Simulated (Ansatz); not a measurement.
Computed with Ansatz.

C$_{3}$H$_{3}$ClO, SMILES `ClC1=CCO1` at its PBE0-D4/def2-TZVP geometry, where that method's forces vanish. Total charge 0; spin multiplicity 1.

```tsv
atom	x (Å)	y (Å)	z (Å)
Cl1	0.2970	-0.1289	-2.6663
C2	0.1333	-0.0469	-0.9891
C3	-0.8381	-0.0374	-0.0770
C4	0.2738	0.0599	0.9279
O5	1.2335	0.0393	-0.1852
H6	-1.9113	-0.0793	-0.0612
H7	0.4417	-0.8039	1.5730
H8	0.3700	0.9973	1.4779
```

(1) For each bond, give half the difference of the two atoms' forces along it (eV/Å; positive pushes the atoms apart) under PBE-D4, r2SCAN-D4, B3LYP-D4, ωB97M-V in def2-TZVPP. (Estimate.)

Answers

(1) The calculation gave: 
```csv
bond,length (Å),PBE-D4,r2SCAN-D4,B3LYP-D4,ωB97M-V
Cl1–C2,1.687,-0.08,0.01,0.13,0.21
C2–C3,1.333,0.52,0.21,0.01,-0.20
C2–O5,1.365,0.58,0.31,0.30,0.15
C3–C4,1.502,0.09,0.12,0.28,0.26
C3–H6,1.074,-0.18,-0.19,-0.15,-0.08
C4–O5,1.470,0.52,0.43,0.41,0.22
C4–H7,1.091,0.06,-0.08,-0.20,-0.18
C4–H8,1.091,0.06,-0.08,-0.20,-0.18
```

B3LYP here is the variant with VWN-RPA as its local correlation; programs differ in this.
